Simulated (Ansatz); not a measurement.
**C4H6O: up Jacob's ladder to CCSD(T)**

How much do the methods differ for C4H6O? The plan is to run it at one geometry with functionals of several rungs and with coupled cluster, and see how far each lands from CCSD(T) at the basis-set limit for the atomisation energy.

Program: Ansatz 0.2.0, Gaussian basis. Level of theory: functionals in def2-TZVPP, the program's frozen cores in correlated methods. These are calculated values, not measurements.

The runs, in order: LDA (SPW92), PBE-D4, revPBE-D4, BLYP-D4, r2SCAN-D4, B97M-V, PBE0-D4, B3LYP-D4, r2SCANh-D4, r2SCAN0-D4, HSE06-D4, BHLYP-D4, CAM-B3LYP-D4, LC-ωPBE, ωB97X-V, ωB97M-V, B2PLYP, PBE-QIDH; CCSD(T)/def2-SVP; CCSD(T)/def2-TZVPP; MP2/def2-QZVPP; extrapolation to the limit; RPA on PBE.

## (1) Structure used throughout

An earlier PBE0-D4 in a triple-zeta def2 set relaxation fixed the geometry.

SMILES `C1=CCOC1`, 11 atoms, charge 0, spin multiplicity 1.

Atoms are counted from 1 here; the program's logs count them from 0.

Bond lengths: C1–C2 1.323 Å, C1–C5 1.492 Å, C1–H6 1.082 Å, C2–C3 1.492 Å, C2–H7 1.082 Å, C3–O4 1.417 Å, C3–H8 1.099 Å, C3–H9 1.099 Å, O4–C5 1.417 Å, C5–H10 1.099 Å, C5–H11 1.099 Å. Angles: C2–C1–C5 109.7°, C2–C1–H6 126.8°, C5–C1–H6 123.6°, C1–C2–C3 109.7°, C1–C2–H7 126.8°, C3–C2–H7 123.6°, C2–C3–O4 105.2°, C2–C3–H8 112.3°, C2–C3–H9 112.3°, O4–C3–H8 109.9°, O4–C3–H9 109.8°, H8–C3–H9 107.3°, C3–O4–C5 110.4°, C1–C5–O4 105.2°, C1–C5–H10 112.3°, C1–C5–H11 112.3°, O4–C5–H10 109.8°, O4–C5–H11 109.9° and more.

## (2) LDA

This LDA is Slater exchange with PW92 correlation.

File in.yaml:

```yaml
crystal:
  periodic: [false, false, false]
  atoms:
    - {symbol: C, position_ang: [-0.692278, 0.810221, -0.313317]}
    - {symbol: C, position_ang: [-0.773484, 0.087697, 0.792404]}
    - {symbol: C, position_ang: [0.350381, -0.893240, 0.834599]}
    - {symbol: O, position_ang: [1.088449, -0.662837, -0.353189]}
    - {symbol: C, position_ang: [0.493159, 0.377277, -1.109802]}
    - {symbol: H, position_ang: [-1.364711, 1.599591, -0.622388]}
    - {symbol: H, position_ang: [-1.525435, 0.169514, 1.566143]}
    - {symbol: H, position_ang: [-0.004467, -1.933597, 0.858340]}
    - {symbol: H, position_ang: [0.998614, -0.748729, 1.710666]}
    - {symbol: H, position_ang: [1.216658, 1.191506, -1.258673]}
    - {symbol: H, position_ang: [0.213115, 0.002587, -2.104792]}
basis:
  gaussian: {orbitals: def2-TZVPP}
hamiltonian: {xc: lda}
output: {orbitals: {seedname: orbitals}}
```

Run with:

```
> ansatz run in.yaml --threads 4 --pin off --events-out ev --progress --plain --max-ram 10444MiB
```

The runs that follow: PBE-D4 (GGA); revPBE-D4 (GGA); BLYP-D4 (GGA); r2SCAN-D4 (meta-GGA); B97M-V (meta-GGA); B3LYP-D4 (hybrid); r2SCANh-D4 (hybrid); r2SCAN0-D4 (hybrid); HSE06-D4 (hybrid); BHLYP-D4 (hybrid); CAM-B3LYP-D4 (range-separated); LC-ωPBE (range-separated); ωB97X-V (range-separated); ωB97M-V (range-separated); B2PLYP (double hybrid); PBE-QIDH (double hybrid); CCSD(T) in def2-SVP; CCSD(T) in def2-TZVPP; MP2 in def2-QZVPP; RPA on PBE orbitals.

**Question.** What will the summary of the whole plan be? Wanted: atomisation energy, CCSD(T)/CBS; farthest beyond LDA; mean size of error, GGA; mean size of error, meta-GGA; mean size of error, hybrid; mean size of error, range-separated; mean size of error, double hybrid; gap, smallest and largest; T1 diagnostic.

As calculated:

| quantity | value |
| --- | --- |
| atomisation energy, CCSD(T)/CBS | 4665.3 kJ/mol |
| functionals within 23.3 kJ/mol (0.5 %) | BLYP-D4, B97M-V, B3LYP-D4, r2SCANh-D4, LC-ωPBE, ωB97X-V, ωB97M-V, PBE-QIDH |
| farthest beyond LDA | PBE-D4 (+150.9 kJ/mol) |
| mean size of error, GGA | 60.4 kJ/mol |
| mean size of error, meta-GGA | 17.1 kJ/mol |
| mean size of error, hybrid | 53.6 kJ/mol |
| mean size of error, range-separated | 21.1 kJ/mol |
| mean size of error, double hybrid | 22.0 kJ/mol |
| gap, smallest and largest | 4.50 eV (LDA (SPW92)), 12.08 eV (LC-ωPBE) |
| T1 diagnostic | 0.0110 |
| triples share of the correlation energy | 4.2 % |

LDA overbinds by 746.9 kJ/mol (16 %). PBE-D4 misses by +150.9 kJ/mol. Double hybrids carry the basis error of their MP2 part in triple zeta, and no dispersion term here, so their miss is partly the set-up's. The rungs meta-GGA, range-separated, double hybrid miss on average by less than the doubt on the reference (23.3 kJ/mol), so they tie. The reference freezes the cores and leaves out relativity and excitations past (T), so misses under about 23.3 kJ/mol can't be ranked. Hartree-Fock recovers 73 % of the binding; the rest is correlation. CCSD(T) in def2-SVP is off by -191.7 kJ/mol, worse than the median functional, from the basis alone. Orbital gaps span 4.5 to 12.1 eV; exact exchange widens them.
